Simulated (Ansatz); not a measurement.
Relaxed structures of MgNH2S (charge -1), closed shell (PBE0-D4/def2-TZVPD; forces vanish, vibrations not checked; lower isomers may exist, and structures with a doubtful reference or unclear bonds are left out; Å). Program: Ansatz 0.2.0. Basis: def2-TZVPPD. Cores are frozen in the correlated methods. The outer core shell of Li, Na, Mg and K is correlated. The def2 sets are not built for correlating such inner shells, so the correlated values are less sure here.

Problem. Rank them by CCSD(T) energy, lowest first, and give each one's height above the lowest. Links in brackets join atoms within 1.22 times the sum of their covalent radii (1.1 for two metals). (Judge from chemistry; the value comes from the calculation.)
A.
MgNH₂S ([NH2][Mg][S]), total charge -1
```
5
angstrom
N -0.7187 0.5449 -0.3685
Mg 0.7123 -0.5406 0.3661
S 2.3333 -1.7701 1.1981
H -0.8996 1.5196 -0.1708
H -1.4273 0.2463 -1.0248
```
B.
MgNH₂S ([NH2]1[Mg][S]1), total charge -1
```
5
angstrom
N -0.3695 0.1462 0.0102
Mg 0.9584 -1.2066 1.2073
S 1.1431 0.1665 -0.9545
H -0.5996 1.0898 0.2996
H -1.1323 -0.1959 -0.5626
```
C.
MgNH₂S ([NH][Mg][SH]), total charge -1
```
5
angstrom
N -0.6736 0.3601 -0.0716
Mg 0.8566 -0.3883 0.6425
S 2.4595 -1.7681 1.7620
H -0.7264 1.2308 -0.5981
H 2.7884 -2.4194 0.6331
```
D.
MgNH₂S ([MgH2][N][S]), total charge -1
```
5
angstrom
N 0.6847 -0.5196 0.3518
Mg -0.7818 0.5934 -0.4018
S 1.8164 -1.3782 0.9329
H -0.8087 2.2779 0.1638
H -1.8577 -0.2540 -1.5342
```

Solution. By the calculation: A (0.0 kJ/mol), B (175.7 kJ/mol), C (181.1 kJ/mol), D (359.6 kJ/mol). Heights count from the lowest.

No T1 diagnostic of these runs exceeds 0.023. The restricted Hartree–Fock reference is unstable towards an unrestricted one at one or more of these structures.

For scale, one of the runs: CCSD(T)/def2-TZVPPD, 157 basis functions, launched by `ansatz run in.yaml --threads 2 --pin off --events-out ev --progress --plain --max-ram 4352MiB`. The run took 2.5 min on 2 CPU threads of an Arm Neoverse V2 (shared host), with 1.2 GiB of host memory at its peak.
